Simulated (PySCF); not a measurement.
Cl4Si, SMILES Cl[Si](Cl)(Cl)Cl, PBE/def2-SVP optimised geometry.

```
5

Cl     1.37    -0.97     0.00
Si    -0.68    -0.97     0.00
Cl    -1.37     0.97     0.00
Cl    -1.37    -1.94    -1.68
Cl    -1.37    -1.93     1.68
```

Density from PySCF 2.14.0 with PBE/def2-TZVP at that geometry.

Minimum of the electron density along straight lines between bonded atoms, close to the bond critical point (lines longer than 1.1 times the sum of covalent radii, or with two minima, are not listed):

```json
[
 {"bond": "Cl1–Si2", "length / Å": "2.053", "ρ at the minimum / e bohr⁻³": "0.104", "∇²ρ there / e bohr⁻⁵": "0.19", "position (fraction from the first atom)": "0.64"},
 {"bond": "Si2–Cl3", "length / Å": "2.053", "ρ at the minimum / e bohr⁻³": "0.104", "∇²ρ there / e bohr⁻⁵": "0.19", "position (fraction from the first atom)": "0.37"},
 {"bond": "Si2–Cl4", "length / Å": "2.053", "ρ at the minimum / e bohr⁻³": "0.104", "∇²ρ there / e bohr⁻⁵": "0.19", "position (fraction from the first atom)": "0.37"},
 {"bond": "Si2–Cl5", "length / Å": "2.053", "ρ at the minimum / e bohr⁻³": "0.104", "∇²ρ there / e bohr⁻⁵": "0.19", "position (fraction from the first atom)": "0.37"}
]
```
